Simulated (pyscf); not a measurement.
`[F][GeH]` [singlet] + `[OH2]` -> `[OH][GeH]` [singlet] + `[FH]`, a four-centre exchange (singlet surface; F–Ge, H–O broken, Ge–O, F–H formed). PySCF, gas phase, ωB97X-D3(BJ)/def2-SVP geometries. Correlated levels are frozen-core, on RHF or UHF. ΔMP2 is the change of the MP2 total energy from the triple- to the quadruple-zeta basis. Energies in kcal/mol from the separated reactants.

Small-basis levels: PySCF, no dispersion term, spherical d functions. 

Task: In single points B3LYP/LANL2DZ puts the saddle at -8.2 kcal/mol and the reaction energy at +5.1 kcal/mol. Should these be trusted to within a few kcal/mol? Compare with CCSD(T)/def2-TZVPP + ΔMP2(QZVPP).

Result: CCSD(T)/def2-TZVPP + ΔMP2(QZVPP) gives ΔE‡ = -0.4 kcal/mol and ΔE = +4.2 kcal/mol. B3LYP/LANL2DZ lies 7.7 kcal/mol under it in the barrier and 0.9 kcal/mol over it in the reaction energy, so on this step it does not hold to within 3.0 kcal/mol. CCSD(T)/def2-TZVPP + ΔMP2(QZVPP) has limits of its own. On the reactant side the descent ends in an adduct with a Ge–O contact, 16.4 kcal/mol under the separated species and 14.1 kcal/mol under the saddle at ωB97X-D3(BJ)/def2-TZVP. On the product side the descent ends in a bound adduct, 9.0 kcal/mol under the separated species and 1.6 kcal/mol under the saddle at ωB97X-D3(BJ)/def2-TZVP. At CCSD(T) the saddle lies under the separated reactants, which points to a path from their complex (located at ωB97X-D3(BJ) alone). At CCSD(T) the saddle lies under the separated products, which points to a path from their complex (located at ωB97X-D3(BJ) alone), and parting the products costs more than the saddle. What is counted as formed (Ge–O) is already present as a longer contact in the reactant adduct; forming that adduct is a step of its own. This is the saddle that the search found; another between the same sides may lie lower. The CCSD(T) − MP2 part came from Ansatz, without density fitting, on the same reference. The frozen core leaves the outer d or s,p core shells of the metals and heavy elements correlated in the MP2 and CC values, and def2-TZVPP describes them poorly, which can shift differences by a few kcal/mol. In the def2 sets elements up to Kr have no core potential.
